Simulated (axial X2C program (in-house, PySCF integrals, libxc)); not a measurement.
Working with the constants of AlS

A bond curve at the PBE0 level, with spin–orbit coupling, was computed with an in-house all-electron X2C program for linear molecules (integrals from PySCF) (basis S dyall-av3z [9s8p3d2f], Al dyall-v3z [8s8p2d1f] (cores contracted in-house)) for the state Ω = 1/2 (⟨Sz⟩ = 0.50, ⟨Lz⟩ = 0.00 at PBE0). Its fit gives Re = 2.0395 Å, ωe = 613.1 cm⁻¹, ωexe = 3.43 cm⁻¹ and αe = 1.774e-03 cm⁻¹; the masses are 31.9721 and 26.9815 u. Two-component means X2C with spin–orbit coupling and atomic mean-field Coulomb and Gaunt terms.

(1) Find the reduced mass, Be and the force constant.

(2) A Morse curve ties αe to the other constants (Pekeris). How well does that hold?

(3) Estimate the centrifugal constant by the Kratzer relation.

(4) The dipole moment p changes by 2.30 D/Å at Re. What harmonic infrared intensity follows?

(5) Estimate De from a Morse curve and compare with the computed well depth of 4.140 eV to S + Al.

The state is one determinant whose occupation by symmetry is held fixed; it was picked as the lowest of a PBE0 search that is not exhaustive. De is counted from the lowest determinant-based energies of the atoms at the same level, without counterpoise correction. Density functionals use the spin component along the axis (collinear). In 2c an atomic determinant is not the ground J level, so De misses part of the atomic spin–orbit lowering. This holds for PBE0. The functionals have no current-density term, which raises determinants with orbital currents, atoms included. The stretched end of a curve changes character and is left out.

Results:

(1) From the PBE0 values: μ = 14.6328 u. Be = 16.8576/(μ Re²) = 0.277 cm⁻¹. k = 5.8918×10⁻⁷ μ ωe² = 3.24 mdyn/Å.

(2) αe(Morse) = 6Be²/ωe × (√(ωexe/Be) − 1) = 1.891e-03 cm⁻¹; the PBE0 curve gives 1.774e-03 cm⁻¹, a ratio of 1.07.

(3) D = 4Be³/ωe² = 2.26e-07 cm⁻¹.

(4) I = 42.256 × (dp/dR)²/μ = 15 km/mol.

(5) De(Morse) = ωe²/(4ωexe) = 3.397 eV against 4.140 eV computed, a ratio of 0.82. The extrapolation falls short: long-range attraction (ionic or ion–induced dipole) or a change of character along the curve can cause this.
